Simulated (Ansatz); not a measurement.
We consider K2Hg3Sn2S8 (Aea2, No. 41; cell taken from a computed entry), described by r²SCAN+SOC (Ansatz, a quantum-chemistry and plane-wave program, PAW).

Settings: plane-wave cutoff 560 eV, 2×4×4 k mesh (along the axes of the cell as run), Fermi–Dirac smearing 0.01 eV, PAW data made under PBE.

Cell (relaxed with PBEsol):

Hg3K2Sn2S8 is taken in the orthorhombic space group Aea2 (No. 41), Pearson symbol oS60. Lattice parameters: a = 19.5803 Å, b = 9.8739 Å, c = 8.4983 Å, α = 90.00°, β = 90.00°, γ = 90.00°. K on 8b has 8 S at 3.184–3.698 Å. Sn on 8b has 4 S at 2.362–2.438 Å (tetrahedral). Hg1 on 8b sees 2 S at 2.423–2.433 Å and 2 S at 2.786–2.829 Å. Hg2 on 4a is coordinated by 2 S at 2.345 Å and 2 S at 3.147 Å. S1 on 8b is surrounded by 1 Sn at 2.420 Å and 1 Hg at 2.433 Å and 1 Hg at 3.147 Å and 1 K at 3.206 Å and 1 K at 3.530 Å. S2 on 8b sees 1 Sn at 2.417 Å and 1 Hg at 2.423 Å and 1 K at 3.288 Å and 1 K at 3.479 Å. S3 on 8b sees 1 Hg at 2.345 Å and 1 Sn at 2.438 Å and 1 K at 3.244 Å and 1 K at 3.432 Å. S4 on 8b has 1 Sn at 2.362 Å and 2 Hg at 2.786–2.829 Å and 1 K at 3.184 Å and 1 K at 3.698 Å. (Neighbours: up to the widest gap in distance over summed covalent radii, below 1.35, at either atom; cation-cation and far metal-metal contacts left out.)
(The calculation used a cell of 30 atoms; values per cell refer to that cell.)

Q: Give the computed band gap.

A: 
- band gap = 1.67 eV (on the SCF k mesh)

Note: cell and atoms aren't relaxed at this level (largest force component 0.14 eV/Å, pressure 0.6 GPa).

Computed values are for the static lattice.
